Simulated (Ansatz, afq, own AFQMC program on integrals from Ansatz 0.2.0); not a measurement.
CH₃Ge, doublet: AFQMC among the cluster methods

```xyz
5

C    -0.1770   -1.9922    2.1639
Ge   -1.0622   -0.2407    1.8304
H    -0.7447   -2.8572    1.7848
H     0.8626   -2.0422    1.8024
H    -0.1414   -2.0869    3.2678
```

Connectivity, by distances: CH3–Ge.

Basis def2-SVP. Noble-gas cores (and the filled d shells of Ga–Kr and In–Xe) are frozen. Ansatz 0.2.0 and our own AFQMC program on the same integrals; the CISD trial comes from CCSD amplitudes, and released means the phaseless constraint is let go. Uncertainties: one standard error, sampling alone. No spin–orbit coupling.

Determinant: UHF, the one that the program's search chose, which needn't be the lowest solution. The geometry is a PBE0/def2-SVP stationary point of this or a neighbouring charge and spin state.

No full CI on the walks' own integrals is used here; CCSDT(Q) serves as the reference and is uncertain by about the last step of the cluster series.

Cautions: no relativity below Rb; no spin-orbit coupling; inner d shell frozen; the released energies are still falling, so no released level is given (meV from the phaseless value at times in 1/Eh: 3 ± 3 at 0.24, 0 ± 3 at 0.51, -1.2 ± 2.2 at 0.99, -5.6 ± 2.4 at 1.62, -14 ± 9 at 2.40), though the last usable value meets CCSDT(Q) within the noise; the ph-AFQMC/CISD walk drifts between its halves (2.3 errors).

```
T1 diagnostic                               : 0.0124
weight of the determinant in the CISD state : 0.884
⟨S²⟩ of the determinant                     : 0.763
size of the correlated space                : 11 electrons in 46 orbitals
```

```csv
level,correlation energy (eV)
MP2,-5.5968
CCSD,-6.4746
CCSD(T),-6.6537
```

**Question.** Estimate where phaseless AFQMC with the Hartree–Fock trial lies against CCSD(T) on the same integrals.

**Answer.** 9.3 ± 25.9 meV below CCSD(T). The gap is under twice the noise, so this walk alone can't tell the two apart.

Reference: CCSDT(Q), correlation energy -6.683 eV.

```json
{"level": "CCSD(T)", "E − E(reference) (meV)": "29.3", "share of correlation (%)": "99.56"}
{"level": "CCSDT", "E − E(reference) (meV)": "8.8", "share of correlation (%)": "99.87"}
{"level": "ph-AFQMC/HF", "E − E(reference) (meV)": "20.0 ± 25.9", "share of correlation (%)": "99.70"}
{"level": "ph-AFQMC/CISD", "E − E(reference) (meV)": "4.4 ± 2.9", "share of correlation (%)": "99.93"}
```
